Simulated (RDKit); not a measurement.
RDKit input (MMFF94):

```python
from rdkit import Chem
from rdkit.Chem import AllChem, rdDetermineBonds

mol = Chem.MolFromXYZFile('mol.xyz')
rdDetermineBonds.DetermineBonds(mol, charge=0)
print('SMILES', Chem.MolToSmiles(Chem.RemoveHs(mol)))
ff = AllChem.MMFFGetMoleculeForceField(mol, AllChem.MMFFGetMoleculeProperties(mol))
e0 = ff.CalcEnergy()
flag = ff.Minimize(maxIts=5000, forceTol=1e-5)
print(f'energy {e0:.4f} -> {ff.CalcEnergy():.4f} kcal/mol, converged: {flag == 0}')
print(Chem.MolToXYZBlock(mol))
```
mol.xyz:
```
11

C     -0.00139165    -0.00334083     0.58589379
C      0.00267198     1.27254219    -0.25206775
C     -0.00144008    -1.26958484    -0.26657299
H     -0.87744234    -0.00566370     1.24134070
H      0.87153550    -0.00851641     1.24547871
H      0.00264334     2.16564392     0.37573330
H     -0.00436951    -2.16978780     0.35099555
H      0.88562788     1.31645313    -0.89469099
H     -0.87708528     1.31932823    -0.89886150
H     -0.88133215    -1.30614068    -0.91384229
H      0.88138101    -1.30901578    -0.90967178
```

Task: Which steric energies does it print, before and after the minimisation?

Result: -4.71 and -4.90 kcal/mol. They count from the force field's own zero for this bonding and are no heats of formation.
